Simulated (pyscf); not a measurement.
Single points on ωB97X-D3(BJ)/def2-SVP structures (PySCF, gas phase).

Q: Estimate by transition-state theory the rate constant of H₃C–GaH–CH₃ (SMILES [CH3][GaH][CH3]) + NH₃ (SMILES N) → H₃C–Ga(CH₃)–NH₂ (SMILES [CH3][Ga]([CH3])[NH2]) + H₂ (SMILES [H][H]) (singlet surface; Ga–H, H–N broken, Ga–N, H–H formed) at 900 K, with ωB97M-D3(BJ)/def2-TZVP energies (ideal gas, 1 atm, RRHO with modes under 100 cm⁻¹ raised to 100, one conformer, R ln 2 for rigid chiral ones; no tunnelling).

A: The electronic barrier is 15.8 kcal/mol and the thermal terms add +30.1, so ΔG‡ = 45.9 kcal/mol. With k_BT/h = 1.88e+13 s⁻¹ and RT = 1.788 kcal/mol, and a volume of 1.23e-19 cm³ per molecule at 1 atm, k = 1.7e-17 cm³ molecule⁻¹ s⁻¹. Wigner's tunnelling factor for 1334i cm⁻¹ would be 1.19. A shift of 1 kcal/mol in the barrier changes k by a factor 1.7. On the reactant side the descent ends in an adduct with a Ga–N contact, 21.7 kcal/mol under the separated species and 35.7 kcal/mol under the saddle at ωB97X-D3(BJ)/def2-TZVP. What is counted as formed (Ga–N) is already present as a longer contact in the reactant adduct; forming that adduct is a step of its own. At the saddle there is also a short Ga–H contact that neither side keeps. One saddle was located; it need not be the lowest between these sides. Elements up to Kr have no core potential and no relativistic terms here.
